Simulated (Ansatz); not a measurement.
**NS (Mononitrogen monosulfide) at 6 levels**

We compute a comparison of 6 runs (UHF/STO-3G, U-r2SCAN/STO-3G, U-revPBE/STO-3G, UBHLYP/STO-3G, UHSE06/STO-3G, UMP2/STO-3G) of NS (Mononitrogen monosulfide). 

Program for the calculation: Ansatz 0.2.0.

41 further runs of the same task are left out: 4 that didn't finish, 37 set aside as unsound or not needed.

### Step 1. The system as given

NS: 2 atoms, total charge 0, spin state doublet. SMILES: `[N]=S`. The S2–N1 distance was set to 2.195 Å, away from the relaxed value.

Bond lengths: N1–S2 2.195 Å.

### Step 2. A single-point energy at UHF/STO-3G (run 1)

Input file run.yaml:

```yaml
crystal:
  periodic: [false, false, false]
  atoms:
    - {symbol: "N", position_ang: [0.000000, 0.000000, -0.731620]}
    - {symbol: S, position_ang: [0.000000, 0.000000, 1.463180]}
basis:
  gaussian:
    orbitals: STO-3G
magnetization:
  spin_polarized: true
  initial_magnetization: 1
hamiltonian:
  xc: hf
accuracy: high
```

Command:

```console
$ ansatz run run.yaml --threads 1 --pin off --max-ram 2610MiB --events-out events.jsonl --progress --plain --runs-dir runs
```

What it wrote:

```text
Warning: RAYON_NUM_THREADS=1 ignored (pool sized by the plan → 1); use --threads N
Functional definition: HF
  name "HF"
  exchange = exact_x
  correlation = 0
218 factors; integrals over basis functions are off by at most 1.7e-8 eV
mean field evaluation 1: about -12149.8632 eV, gradient 1.7e1 eV
mean field evaluation 2: about -12149.8761 eV, gradient 1.7e1 eV
mean field evaluation 4: about -12152.3392 eV, gradient 4.4e0 eV
mean field evaluation 8: about -12153.1325 eV, gradient 3.1e0 eV
mean field evaluation 16: about -12159.5143 eV, gradient 8.0e-2 eV
mean field evaluation 32: about -12159.4966 eV, gradient 4.0e-4 eV
mean field evaluation 64: about -12154.0461 eV, gradient 3.6e0 eV
mean field evaluation 96: about -12159.3226 eV, gradient 2.1e0 eV
mean field -12159.49656097 eV, -446.8532566129 hartree, gradient 3.5e-8 eV, S^2 2.433851; 3 other end points of the search recorded, 0 dependent functions left out
reference -12159.49656097 eV, -446.8532566129 hartree; 12, 11 occupied and 2, 3 virtual orbitals, 218 factors
Total energy: -12159.49656097 eV, -446.8532566129 hartree
```

It took 0.18 s on 1 thread of Intel Xeon Platinum 8375C at 2.90GHz (Ice Lake), shared host.

### Step 3. The energy at U-r2SCAN/STO-3G (run 2)

Input file run.yaml:

```yaml
crystal:
  periodic: [false, false, false]
  atoms:
    - {symbol: N, position_ang: [0.000000, 0.000000, -0.731620]}
    - {symbol: S, position_ang: [0.000000, 0.000000, 1.463180]}
basis:
  gaussian:
    orbitals: STO-3G
magnetization:
  spin_polarized: true
  initial_magnetization: 1
hamiltonian:
  xc: r2scan
accuracy: high
```

Command:

```console
$ ansatz run run.yaml --threads 1 --pin off --max-ram 2610MiB --events-out events.jsonl --progress --plain --runs-dir runs
```

What it wrote:

```text
Warning: RAYON_NUM_THREADS=1 ignored (pool sized by the plan → 1); use --threads N
Functional definition: r2SCAN
  name "r2SCAN"
  parameter k0 = 0.174
  parameter k1 = 0.065
  parameter a1 = 4.9479
  exchange = r2scan_x(k0 = k0, k1 = k1, a1 = a1)
  correlation = r2scan_c
218 factors; integrals over basis functions are off by at most 1.7e-8 eV
mean field evaluation 1: about -12164.4639 eV, gradient 4.8e1 eV
mean field evaluation 2: about -12134.6976 eV, gradient 2.6e1 eV
mean field evaluation 4: about -12100.1126 eV, gradient 4.8e1 eV
mean field evaluation 8: about -12179.7492 eV, gradient 2.2e-2 eV
mean field evaluation 16: about -12179.7173 eV, gradient 1.4e-8 eV
mean field evaluation 32: about -12179.7173 eV, gradient 1.2e-7 eV
mean field -12179.71727404 eV, -447.5963541121 hartree, gradient 1.8e-8 eV, S^2 1.839594; 4 other end points of the search recorded, 0 dependent functions left out
reference -12179.71727435 eV, -447.5963541236 hartree; 12, 11 occupied and 2, 3 virtual orbitals, 218 factors
Total energy: -12179.71727435 eV, -447.5963541236 hartree
```

Run time: 4.8 s. Hardware: 1 thread of Intel Xeon Platinum 8375C at 2.90GHz (Ice Lake), shared host; peak memory 0.18 GiB.

### Step 4. The energy at U-revPBE/STO-3G (run 3)

Input file run.yaml:

```yaml
crystal:
  periodic: [false, false, false]
  atoms:
    - {symbol: N, position_ang: [0.000000, 0.000000, -0.731620]}
    - {symbol: S, position_ang: [0.000000, 0.000000, 1.463180]}
basis:
  gaussian: {orbitals: STO-3G}
total_charge: 0
magnetization: {spin_polarized: true, initial_magnetization: 1}
hamiltonian: {xc: {name: revPBE}}
accuracy: high
```

Command:

```console
$ ansatz run run.yaml --threads 1 --pin off --max-ram 2610MiB --events-out events.jsonl --progress --plain --runs-dir runs
```

What it wrote, shortened:

```text
Warning: RAYON_NUM_THREADS=1 ignored (pool sized by the plan → 1); use --threads N
Functional definition: revPBE
  name "revPBE"
[...]
218 factors; integrals over basis functions are off by at most 1.7e-8 eV
[...]
mean field -12178.42576028 eV, -447.5488918567 hartree, gradient 4.2e-8 eV, S^2 1.663665; 8 other end points of the search recorded, 0 dependent functions left out
reference -12178.42576171 eV, -447.5488919095 hartree; 12, 11 occupied and 2, 3 virtual orbitals, 218 factors
Total energy: -12178.42576171 eV, -447.5488919095 hartree
```

Run time: 2.8 s. Hardware: 1 thread of Intel Xeon Platinum 8375C at 2.90GHz (Ice Lake), shared host; peak memory 0.12 GiB.

Runs 4 to 5 aren't shown in full; the table further down has their settings and results.

### Step 5. A single-point energy at UMP2/STO-3G (run 6)

Input file job.yaml:

```yaml
crystal:
  periodic: [false, false, false]
  atoms:
    - {symbol: N, position_ang: [0.000000, 0.000000, -0.731620]}
    - {symbol: S, position_ang: [0.000000, 0.000000, 1.463180]}
basis:
  gaussian:
    orbitals: STO-3G
magnetization:
  spin_polarized: true
  initial_magnetization: 1
correlation:
  method: mp2
  frozen_orbitals: {"N": 1, S: 5}
accuracy: high
```

Command:

```console
$ ansatz run job.yaml --threads 1 --pin off --max-ram 2610MiB --events-out events.jsonl --progress --plain --runs-dir runs
```

What it wrote, shortened:

```text
Warning: RAYON_NUM_THREADS=1 ignored (pool sized by the plan → 1); use --threads N
[... 2 set-up lines as earlier in the session ...]
[...]
218 factors; integrals over basis functions are off by at most 1.7e-8 eV
[...]
mean field -12159.49656097 eV, -446.8532566129 hartree, gradient 3.5e-8 eV, S^2 2.433851; 7 other end points of the search recorded, 0 dependent functions left out
6 core orbitals not correlated: weight in the atoms' cores, before any rotation towards them, 1.000 or more for the frozen orbitals, at most 0.000 for the correlated occupied ones
reference -12159.49656097 eV, -446.8532566129 hartree; 6, 5 occupied and 2, 3 virtual orbitals, 218 factors
second order -0.13000149 eV of doubles, -0.00000000 eV of singles
Total energy: -12159.62656247 eV, -446.8580340797 hartree
```

It took 0.22 s on 1 thread of Intel Xeon Platinum 8375C at 2.90GHz (Ice Lake), shared host.

### Step 6. The series

```csv
run,level,frozen core orbitals,energy (Eh),⟨S²⟩,wall time
1,UHF/STO-3G,–,-446.853257,2.434,0.18 s
2,U-r2SCAN/STO-3G,–,-447.596354,1.840,4.8 s
3,U-revPBE/STO-3G,–,-447.548892,1.664,2.8 s
4,UBHLYP/STO-3G,–,-447.623808,2.104,1.1 s
5,UHSE06/STO-3G,–,-447.432400,1.902,1.5 s
6,UMP2/STO-3G,6,-446.858034,2.434,0.22 s
```

### Step 7. Results

| quantity | value |
| --- | --- |
| run 6: total energy | -446.85803 Eh |
| run 6: correlation energy (6 core orbitals frozen) | -4.8 mEh |
| run 6: ⟨S²⟩ of the reference determinant | 2.434 |

**Reading.** Totals of different functionals can't be ranked against each other. In runs 1, 2, 3, 4, 5, 6 the basis is minimal, so the values are rough. Spin contamination of the reference: run 1 ⟨S²⟩ = 2.43, run 6 ⟨S²⟩ = 2.43, run 4 ⟨S²⟩ = 2.10, run 5 ⟨S²⟩ = 1.90, run 2 ⟨S²⟩ = 1.84, run 3 ⟨S²⟩ = 1.66. Where it is this large, the reference is a mixture of spin states, and values that rest on it are in doubt. All runs together took 11 s, the longest 4.8 s.
